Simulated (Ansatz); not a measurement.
# C2HClO2: up Jacob's ladder to CCSD(T)

One table from this session's results is given with a row withheld; the runs are named, their logs left out.

Method: functionals in def2-TZVPP, the program's frozen cores in correlated methods; program: Ansatz 0.2.0, Gaussian basis.

Levels to be run: LDA (SPW92), PBE-D4, revPBE-D4, BLYP-D4, r2SCAN-D4, B97M-V, PBE0-D4, B3LYP-D4, r2SCANh-D4, r2SCAN0-D4, HSE06-D4, BHLYP-D4, CAM-B3LYP-D4, LC-ωPBE, ωB97X-V, ωB97M-V, B2PLYP, PBE-QIDH; CCSD(T)/def2-SVP; CCSD(T)/def2-TZVPP; MP2/def2-QZVPP; extrapolation to the limit; RPA on PBE.

### Structure used throughout

An earlier PBE0-D4 in a triple-zeta def2 set relaxation fixed the geometry.

SMILES `O=C=C(O)Cl`, 6 atoms, charge 0, spin multiplicity 1.

Atoms are counted from 1 here; the program's logs count them from 0.

Bond lengths: O1–C2 1.159 Å, C2–C3 1.316 Å, C3–O4 1.356 Å, C3–Cl5 1.726 Å, O4–H6 0.965 Å. Angles: O1–C2–C3 179.4°, C2–C3–O4 122.0°, C2–C3–Cl5 117.7°, O4–C3–Cl5 120.1°, C3–O4–H6 109.2°.

Set-up of the first run:

Contents of in.yaml:

```yaml
crystal:
  periodic: [false, false, false]
  atoms:
    - {symbol: O, position_ang: [0.637567, -2.212212, -0.077381]}
    - {symbol: C, position_ang: [0.338710, -1.093577, -0.131680]}
    - {symbol: C, position_ang: [0.009077, 0.178663, -0.204248]}
    - {symbol: O, position_ang: [0.264998, 1.046516, 0.806209]}
    - {symbol: Cl, position_ang: [-0.646924, 0.753222, -1.694314]}
    - {symbol: H, position_ang: [-0.561427, 1.263289, 1.255213]}
basis:
  gaussian: {orbitals: def2-TZVPP}
hamiltonian: {xc: lda}
output: {orbitals: {seedname: orbitals}}
```

On the command line:

```console
ansatz run in.yaml --threads 2 --pin off --events-out ev --progress --plain --max-ram 4352MiB
```

Among the steps run: LDA; PBE-D4 (GGA); revPBE-D4 (GGA); BLYP-D4 (GGA); r2SCAN-D4 (meta-GGA); B97M-V (meta-GGA); B3LYP-D4 (hybrid); r2SCANh-D4 (hybrid); r2SCAN0-D4 (hybrid); HSE06-D4 (hybrid); BHLYP-D4 (hybrid); CAM-B3LYP-D4 (range-separated); LC-ωPBE (range-separated); ωB97X-V (range-separated); ωB97M-V (range-separated); B2PLYP (double hybrid); PBE-QIDH (double hybrid).

One table of the session follows, with a row left open; its other results are not shown here.

It belongs to the step «Frontier levels by functional». 

```
  functional  HOMO (eV)  LUMO (eV)  gap (eV)
 LDA (SPW92)      -5.54      -3.35      2.19
      PBE-D4      -5.36      -3.06      2.30
   revPBE-D4      -5.29      -2.95      2.34
     BLYP-D4      -5.25      -2.91      2.34
   r2SCAN-D4      -5.58      -2.87      2.71
      B97M-V      -5.64      -2.67      2.97
     PBE0-D4      -6.63      -1.97      4.66
    B3LYP-D4      -6.44      -2.22      4.22
  r2SCANh-D4      -6.06      -2.47      3.59
  r2SCAN0-D4      -6.78      -1.86      4.92
    HSE06-D4      -6.23      -2.36      3.87
    BHLYP-D4      -7.82      -0.72      7.10
CAM-B3LYP-D4      -7.99      -0.75      7.24
     LC-ωPBE          ?          ?         ?
     ωB97X-V      -8.92       0.43      9.36
     ωB97M-V      -8.81       0.36      9.17
```

**Question.** Estimate the row for LC-ωPBE.

**Answer.** HOMO (eV): -9.29; LUMO (eV): 0.49; gap (eV): 9.78. In the column «HOMO (eV)» it is the lowest.
